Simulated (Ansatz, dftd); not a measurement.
Reaction: PH2 (SMILES [PH2], doublet) → PH2- (SMILES [PH2-]) (an electron is taken up)
Each species at its own B3LYP-D3(BJ)/def2-TZVP minimum (Ansatz, a first-principles code).

Property: adiabatic electron affinity (electronic), positive where energy is released, in eV. Open shells are spin-unrestricted; no spin-orbit coupling. Correlated methods leave the cores frozen. Rows without X2C or -DK are non-relativistic. CBS(X,Y): correlation extrapolated as X^-3, Hartree-Fock from the larger set. A bracket is a step between two methods taken in the basis named. The functionals are non-relativistic, so their misses hold any scalar relativity. Double hybrids freeze cores in their MP2 part. '+ core + X2C': CCSD(T) terms for core correlation (cc-pwCVTZ, 1s frozen past Ne) and scalar relativity (cc-pVTZ-DK). def2-TZVPD holds few diffuse functions, which lowers the functionals' binding of the extra electron.

```json
[
 {"level": "B2GP-PLYP-D3(BJ)/def2-TZVPD", "program": "Ansatz + dftd3", "adiabatic electron affinity (eV)": "0.91"},
 {"level": "CCSD(T)/aug-cc-pV(D+d)Z", "program": "Ansatz", "adiabatic electron affinity (eV)": "1.04"},
 {"level": "CCSD(T)/CBS(aug-cc-pV(T+d)Z,aug-cc-pV(Q+d)Z)", "program": "Ansatz", "adiabatic electron affinity (eV)": "1.26"}
]
```

Question: Predict the result of CCSD(T)/CBS(aug-cc-pV(T+d)Z,aug-cc-pV(Q+d)Z) + [CCSDT(Q) - CCSD(T)]/aug-cc-pV(Q+d)Z + [CCSDTQ - CCSDT(Q)]/aug-cc-pV(D+d)Z + core + X2C (Ansatz).

Answer: 1.25 eV; the difference of CCSD(T)/CBS(aug-cc-pV(T+d)Z,aug-cc-pV(Q+d)Z) is 0.01 eV.
